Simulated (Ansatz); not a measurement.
# How far each method lies from full CI for AsH3, singlet

Geometry: a PBE0/def2-TZVP stationary point for this spin, not checked as a minimum.

```tsv
atom	x (Å)	y (Å)	z (Å)
As	0.0002	0.0000	-0.0329
H	1.2593	0.0140	0.8215
H	-0.6489	1.0868	0.8116
H	-0.6239	-1.1021	0.8106
```

Basis 6-31G (Cartesian d functions); Ansatz 0.2.0. Only valence electrons are correlated (noble-gas cores and the filled d shells of p-block atoms frozen), which leaves 8 electrons in 21 orbitals. R marks a restricted (for open shells ROHF) determinant. Active spaces: valence = (8e, 7o) chosen from the atoms' valence shells. No spin–orbit coupling is included, and no scalar relativity.

Full CI is exact within this basis and frozen core; it isn't the basis-set limit.

The UHF ⟨S²⟩ is 0.000 and the T1 diagnostic (RCCSD) is 0.0084. The largest doubles amplitude (RCCSD) is 0.060.

```tsv
level	E − E(full CI) (kJ/mol)	share of correlation (%)	wall time
RHF	228.9	0.00	–
RMP2	61.4	73.17	–
CISD	11.8	94.85	0.54 s
RCCSD	3.0	98.68	–
RCCSD(T)	0.7	99.70	0.43 s
BCCD(T)	0.7	99.70	0.46 s
RCCSDT	0.2	99.93	–
RCCSDT(Q)	0.0	99.99	0.97 s
RCCSDTQ	0.0	100.00	6 s
CASSCF (valence space)	78.6	65.68	–
NEVPT2 (valence space)	18.8	91.80	1.2 s
NEVPT4(SD) (valence space)	3.3	98.57	1.6 s
MRCISD (valence space)	2.2	99.02	–
MRCISD+Q (valence space)	1.0	99.56	1.8 s
```

The correlation energy at full CI, counted from RHF, is -2.372 eV. That run took 52 s on 1 thread of Arm Neoverse V1, shared host over 17,912,925 determinants.

Times hold each run's SCF and search for its determinant on a shared host, so for small cases they say little of a method's own cost; they ran on 1 thread of Arm Neoverse V1.

The full-CI state has the irrep A' of Cs, in the program's axes (one component, if the state is degenerate).

Natural occupations of full CI about the gap: 1.985 1.962 1.959 1.959 0.041 0.041 0.028 0.009 0.005 0.005; effectively unpaired electrons, Σ n²(2−n)², 0.04.

Atomization energy (electronic, same basis, no zero-point term; atoms at the same level, unrestricted beside the R rows where the molecule is a closed shell, but restricted open-shell past Ca, as are all atoms' steps beyond CCSDT(Q)) at full CI: 710.2 kJ/mol. Errors of other levels:

```csv
level,error (kJ/mol)
RHF,-177.5
RMP2,-49.7
CISD,-11.3
RCCSD,-2.6
RCCSD(T),-0.6
BCCD(T),-0.6
RCCSDT,-0.2
RCCSDT(Q),0.0
RCCSDTQ,0.0
CASSCF (valence space),-27.2
NEVPT2 (valence space),-4.9
NEVPT4(SD) (valence space),-1.4
MRCISD (valence space),-1.6
MRCISD+Q (valence space),-1.0
```

This basis is far from its limit, so the value isn't to be set against a measured one. Truncated CI isn't size-consistent, which counts against it in atomization.
